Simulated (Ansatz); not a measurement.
# Relaxing Na2F

Theory: DFT PBE, scalar-relativistic, plane waves, PAW (Ansatz 0.2.0). Cutoff 420 eV, Γ-centred k mesh, Gaussian smearing, no spin polarisation in the final step.

The start puts Na2F on the cuprite structure type (Pn-3m, No. 224), with F in place of O, Na in place of Cu, at a guessed volume.

```
Na F
1.0
     4.89889    0.00000    0.00000
     0.00000    4.89889    0.00000
     0.00000    0.00000    4.89889
Na F
4 2
Cartesian
  1.2247 1.2247 1.2247
  1.2247 3.6742 3.6742
  3.6742 3.6742 1.2247
  3.6742 1.2247 3.6742
  0.0000 0.0000 0.0000
  2.4494 2.4494 2.4494
```

Cell and atoms relax at zero pressure; the relaxation can't lower the symmetry of the start. After a coarse first stage the cell is made exact in the group found at 0.06 Å.

Formation energies are uncorrected and refer to the elements' standard structures at the same level (F₂ as a molecule).

**Question.** Describe the relaxed structure.

**Answer.** It keeps Pn-3m (No. 224). The result has the cuprite structure. Conventional cell: a = 5.283 Å. Na is coordinated by 2 F at 2.29 Å; around F lie 4 Na at 2.29 Å.

Space group Pn-3m:1 (No. 224). a = 5.283 Å, b = 5.283 Å, c = 5.283 Å, α = 90.00°, β = 90.00°, γ = 90.00°
```tsv
atom	site	symmetry	x	y	z
Na	4b	.-3m	0.2500	0.2500	0.2500
F	2a	-43m	0.0000	0.0000	0.0000
```

**Question.** What are its volume, energy, density and gap?

**Answer.** The volume per atom is 24.57 Å³ and the density is 1.46 g/cm³. The energy over the elements is -1.57 eV/atom and the gap on the 8×8×8 mesh is 0 eV (a metal).

The final run used a 8×8×8 mesh on its 6-atom cell and 0.10 eV smearing. The k mesh leaves about 4 meV/atom of noise in metals. A structure relaxed within its symmetry needn't be a true minimum. The steps took of the order of 29 core-seconds in all.

Cost: 3 runs of about 0.49 core-minutes in all, on Intel Xeon Platinum 8488C (Sapphire Rapids) (shared hosts).